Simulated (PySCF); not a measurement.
## Quadrupole coupling of `[C-]#[N+]C(C)(C)C`: levels of theory against gas-phase measurements

Values to reproduce (atoms as numbered below): 14N at N2: χzz = 0.1563 MHz [1].
[1] measured, gas; W. C. Bailey, Calculation of NQCC in Gaseous State Molecules (compilation of microwave values)

Species: C5H9N.
Geometry (PBE0-D3(BJ)/def2-SVP, Å), atoms numbered from 1 in this order:
```xyz
15
C5H9N angstrom
C      0.1353   -2.4778    1.2781
N      0.0783   -1.4361    0.7423
C      0.0089   -0.1652    0.0858
C     -0.6574    0.8288    1.0395
C      1.4348    0.2767   -0.2500
C     -0.8199   -0.3301   -1.1899
H     -0.7228    1.8178    0.5628
H     -1.6729    0.4965    1.2986
H     -0.0766    0.9247    1.9681
H      1.4139    1.2527   -0.7564
H      2.0385    0.3688    0.6643
H      1.9204   -0.4527   -0.9141
H     -0.8905    0.6341   -1.7143
H     -0.3536   -1.0628   -1.8640
H     -1.8361   -0.6751   -0.9514
```

Task: What do the calculations give?

Result: PySCF, non-relativistic, all at one geometry, with Q(14N) = 0.02044 b:

```
             level  functions  14N N2 (MHz)  computed/reference − 1 (%)
   BHandHLYP/pcJ-1        252         0.362                      +131.6
     PBE0/pcSseg-0         72         1.133                      +625.1
         KT2/pcJ-1        252         0.552                      +253.4
   CAM-B3LYP/pcJ-1        252         0.465                      +197.5
   B3LYP/def2-TZVP        240         0.030                       -80.7
    PBE0/def2-TZVP        240         0.137                       -12.5
       B97-2/pcJ-1        252         0.649                      +315.2
          HF/pcJ-1        252         0.154                        -1.6
      PBE0/cc-pVTZ        306         0.144                        -8.1
PBE0/6-311+G(2d,p)        216         0.292                       +87.1
      B3LYP/6-31G*        102         0.724                      +363.1
        PBE0/6-31G         72         1.059                      +577.7
       PBE0/6-31G*        102         0.835                      +434.1
  PBE0/aug-cc-pVDZ        219         0.567                      +262.9
       B3LYP/pcJ-0        105         1.591                      +918.1
        PBE0/pcJ-1        252         0.561                      +259.2
```

Closest here is HF/pcJ-1 (1.6 % unsigned error), furthest B3LYP/pcJ-0 (918.1 %); one molecule doesn't rank methods. Computed values are for fixed nuclei, while measured ones can include vibrational averaging.
